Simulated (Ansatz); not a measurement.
Results of r²SCAN in Ansatz (plane waves, PAW) for anatase TiO2 (metastable phase).

Settings: plane-wave cutoff 600 eV, 10×10×10 k mesh, finite displacements, no spin polarisation, scalar-relativistic PAW data made under PBE.

Cell (relaxed at this level):

```xyz
6
Lattice="-1.8889 1.8889 4.7918 1.8889 -1.8889 4.7918 1.8889 1.8889 -4.7918" Properties=species:S:1:pos:R:3 pbc="T T T"
Ti     0.0000     1.8889     2.3959
Ti     0.0000     0.0000     0.0000
O      0.0000     1.8889     0.4095
O      0.0000     0.0000     7.5972
O      0.0000     0.0000     1.9864
O      0.0000     1.8889     4.3823
```

Problem. Predict the electronic dielectric constant ε∞ (mean over three axes) and dielectric constant ε0 (ions relaxed) (mean over three axes).

Solution. 
- electronic dielectric constant ε∞ (mean over three axes): 6.01
- dielectric constant ε0 (ions relaxed) (mean over three axes): 47.3

Measured, for comparison: high-frequency dielectric constant 5.62 (temperature not stated, no zero-point or thermal correction, mean; as tabulated in Gerosa et al. (2015), arXiv:1508.02174); static dielectric constant 37.6 (temperature not stated, no zero-point or thermal correction, mean of the two values across and the one along c; as tabulated in Gonzalez et al., Phys. Rev. B 55, 7014). Computed (rounded) less measured: high-frequency dielectric constant +7 %, static dielectric constant +26 %.

Ansatz is an electronic-structure program.
